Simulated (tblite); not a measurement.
Compound: C₄H₇O (doublet state).
Z-matrix (Å and degrees, GFN2-xTB geometry), rows numbered from 1:
```
C 
C   1  1.2952
C   2  1.4599  1  141.03
C   3  1.5401  2  110.65  1    78.38
O   4  1.4029  3  112.57  2   -63.89
H   1  1.0806  2  122.04  3  -176.81
H   1  1.0948  2  124.12  3     5.18
H   3  1.0940  2  110.58  1  -161.36
H   3  1.0990  2  110.16  1   -42.43
H   4  1.0923  3  109.75  2   178.52
H   4  1.1001  3  109.29  2    59.42
H   5  0.9658  4  108.01  3    55.41
```

Computed with GFN2-xTB (tblite): harmonic, unscaled wavenumbers at the GFN2-xTB geometry, gas phase. The method is semi-empirical: single wavenumbers can be off by several per cent or more. One conformer, not necessarily the lowest. Open shells enter through the occupations alone, without spin polarisation, and single modes of such species can be off by tens of per cent.

Harmonic wavenumbers (cm⁻¹): 77.7, 104.5, 234.7, 284.3, 403.5, 414.1, 562.2, 838.3, 860.6, 886.9, 944.1, 1010.3, 1047.5, 1095.6, 1149.2, 1160.8, 1282.1, 1312.8, 1345.5, 1378.8, 1430.3, 1472.6, 1793.0, 2828.9, 2864.7, 2878.1, 2942.0, 2980.3, 3045.4, 3503.2.

A = 9088, B = 3673, C = 2842 MHz; mass 71.050 u (most abundant isotopes); point group C1, symmetry number 1; spin multiplicity 2.

Problem. Zero-point energy?

Solution. Half the sum of the wavenumbers: 21066 cm⁻¹ = 252.01 kJ/mol.

Problem. Give the ideal-gas entropy at 273.15 K and 1 bar in the rigid-rotor, harmonic-oscillator model (classical rotation).

Solution. Translation 160.21, rotation 106.15, vibration 53.56, spin (R ln 2) 5.76: S = 325.7 J/(mol K).

Problem. And Cp and H(273.15 K) − H(0)?

Solution. Cp = 93.02 J/(mol K), of which vibrations give 59.76 (their classical limit is 30 R = 249.4); H(273.15 K) − H(0) = 17.11 kJ/mol without the zero-point energy, 8.03 from vibrations.

Problem. Blend soft modes into free rotors: weight 1/[1 + (100 cm⁻¹/ν̃)⁴] for the oscillator and the rest for a rotor with moment μB/(μ + B), μ = h/(8π²ν), B = 10⁻⁴⁴ kg m². What vibrational entropy results?

Solution. 50.41 J/(mol K) in place of 53.56, which changes −T·S at 273.15 K by +0.86 kJ/mol.

Problem. Which modes carry the vibrational entropy at 273.15 K?

Solution. 77.7 cm⁻¹: 15.80; 104.5 cm⁻¹: 13.38; 234.7 cm⁻¹: 7.06; 284.3 cm⁻¹: 5.69; 403.5 cm⁻¹: 3.45; 414.1 cm⁻¹: 3.30 J/(mol K); the other 24 give 4.87 together.

Hindered rotation and anharmonicity are outside this model. Other conformers, if any are populated, would add a mixing term that is left out. The structure is chiral; the term R ln 2 for an equal mix with its mirror image is left out.
